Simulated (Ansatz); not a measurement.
```yaml
crystal:
  periodic: [false, false, false]
  atoms:
    - {symbol: Al, position_ang: [-1.567221, -0.899931, -0.007897]}
    - {symbol: Ge, position_ang: [-0.336184, 1.259406, 0.010434]}
    - {symbol: Ge, position_ang: [0.918315, -0.925134, -0.007501]}
basis:
  gaussian: {orbitals: def2-TZVP}
magnetization: {spin_polarized: true, initial_magnetization: 3}
hamiltonian: {xc: pbe0}
relax: {f_tol: 0.004, max_steps: 80}
```

```sh
$ ansatz run in.yaml --threads 1 --pin off --events-out ev --progress --plain --max-ram 2176MiB
```

Steps of the relaxation (energy above the last step; positions in Å, forces in eV/Å):

```
3
step 1, 92.8 meV
Al   -1.567   -0.900   -0.008   -0.430   -0.247   -0.002
Ge   -0.336    1.259    0.010    0.659   -0.650   -0.005
Ge    0.918   -0.925   -0.008   -0.229    0.897    0.007
```

```
3
step 2, 4.5 meV
Al   -1.622   -0.932   -0.008    0.057    0.033    0.000
Ge   -0.265    1.200    0.010   -0.169    0.228    0.002
Ge    0.903   -0.834   -0.007    0.112   -0.261   -0.002
```

```
3
step 3, 0.0 meV
Al   -1.615   -0.927   -0.008   -0.004   -0.002    0.000
Ge   -0.276    1.210    0.010    0.001    0.003    0.000
Ge    0.906   -0.849   -0.007    0.003   -0.001    0.000
```

Close pairs at the end: Ge2–Ge3 2.375 Å, Al1–Ge2 2.522 Å, Al1–Ge3 2.522 Å.

A stationary point of unrestricted PBE0 after 3 steps, with ⟨S²⟩ = 3.764 against 3.75 for a pure state; no frequencies were run, so it isn't proven a minimum. 63 s on 1 thread of Intel Xeon Platinum 8375C, shared host.
